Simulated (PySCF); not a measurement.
# MgSi+: from the state search to spectroscopic constants

One table from this session's results is given with a row withheld; the runs are named, their logs left out.

Program: PySCF 2.14.0. Level of theory: Mg 6-311G(d,p), Si 6-311G(d,p), no relativity. These are calculated values, not measurements.

The first run:

A driver script around PySCF takes these settings:

```json
{
  "atoms": "Mg, Si",
  "charge": "1",
  "basis": "Mg 6-311G(d,p), Si 6-311G(d,p)",
  "Hamiltonian": "no relativity",
  "basis functions": "52",
  "electrons treated": "25",
  "masses in u": "23.9850, 27.9769",
  "levels": "PBE0, PBE, r²SCAN, revPBE, M06-2X, B2PLYP, CAM-B3LYP, HF, MP2, SCS-MP2, CCSD, CCSD(T)",
  "grid": "80 radial by 434 angular points",
  "occupations": "held fixed by the projection of orbital angular momentum",
  "dissociation limit": "Mg+ + Si, each in its ground configuration",
  "starting distance in angstrom": "2.570",
  "values of 2S to try": "1, 3"
}
```

On the command line:

```
> OMP_NUM_THREADS=1 python dia.py task.json out
```

Steps of the session up to this table: Input; First curve: PBE0; Other states along the same grid; PBE; r²SCAN (meta-GGA); revPBE; M06-2X (hybrid meta-GGA); B2PLYP; CAM-B3LYP (range-separated hybrid); UHF (mean field); MP2 and coupled cluster.

One table of the session follows, with a row left open; its other results are not shown here.

It belongs to the step «The curves together». Energy (eV) from each level's lowest point:

```
R (Å)    UHF  UHF-MP2  UHF-SCS-MP2  UHF-CCSD  UHF-CCSD(T)
2.340  0.490    0.428        0.453       n/a          n/a
2.449  0.237    0.191        0.209     0.206        0.202
2.558  0.089    0.061        0.072     0.071        0.068
2.639  0.030    0.014        0.020     0.019        0.018
2.721      ?        ?            ?         ?            ?
2.803  0.000    0.011        0.005     0.006        0.007
2.912  0.026    0.053        0.040     0.041        0.043
3.047  0.091    0.137        0.115     0.118        0.121
3.211  0.197    0.263        0.232     0.237        0.241
3.429  0.362    0.452        0.408       n/a          n/a
```

Estimate the missing values for R (Å) = 2.721.

Worked estimate for «UHF». A straight line through the neighbours (2.639, 0.030) and (2.803, 0.000) gives 0.030 + (0.000 − 0.030) × (2.721 − 2.639) / (2.803 − 2.639) = 0.015; a parabola fitted to 4 rows on both sides gives 0.003.

The run gave: UHF: 0.002; UHF-MP2: 0.000; UHF-SCS-MP2: 0.000; UHF-CCSD: 0.000; UHF-CCSD(T): 0.000. In «UHF» the line misses by +0.013 and the parabola by +0.001.
